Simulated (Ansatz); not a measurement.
Energy needed to pull apart C2H6O (SMILES COC), closed shell, into free ground-state atoms, from the structure below (displaced at random from its PBE0-D4/def2-TZVP minimum); no zero-point or spin–orbit terms; open-shell atoms are treated unrestricted, in their ground-state multiplicity.

C1  (-0.391, 0.894, -0.604)
O2  (0.589, -0.141, -0.589)
C3  (0.491, -0.895, 0.579)
H4  (-1.421, 0.433, -0.647)
H5  (-0.297, 1.404, -1.593)
H6  (-0.301, 1.540, 0.172)
H7  (-0.474, -1.445, 0.677)
H8  (1.257, -1.640, 0.535)
H9  (0.652, -0.253, 1.448)
(Å)

Program: Ansatz 0.2.0. Basis: def2-TZVPP. Cores are frozen in the correlated methods.

| method | atomization energy (eV) |
| --- | --- |
| PBE-D4 | 35.01 |
| r2SCAN-D4 | ? |
| PBE0-D4 | ? |
| wB97M-V | 34.47 |
| HF | 25.16 |
| MP2 | 33.95 |
| CCSD | 33.22 |
| CCSD(T) | 33.63 |

Problem. What does PBE0-D4 give? (To be estimated.)

Solution. Computed: 34.41 eV, which is about 0.78 eV more than CCSD(T)/def2-TZVPP.

Problem. What does r2SCAN-D4 give? (To be estimated.)

Solution. Computed: 34.41 eV, which is about 0.78 eV more than CCSD(T)/def2-TZVPP.

In triple zeta the MP2 and coupled-cluster atomization energies are still short of their basis limit by a few kcal/mol a bond, whereas those of the functionals are nearly converged, so these differences are not deviations from converged CCSD(T).

T1 diagnostic: at most 0.010.

For scale, one of the runs: CCSD(T)/def2-TZVPP forces, 177 basis functions (an equivalent command: `ansatz run in.yaml --threads 2`). Hardware: 2 CPU threads, shared host. Wall time 3.6 min; peak host memory 3.2 GiB.
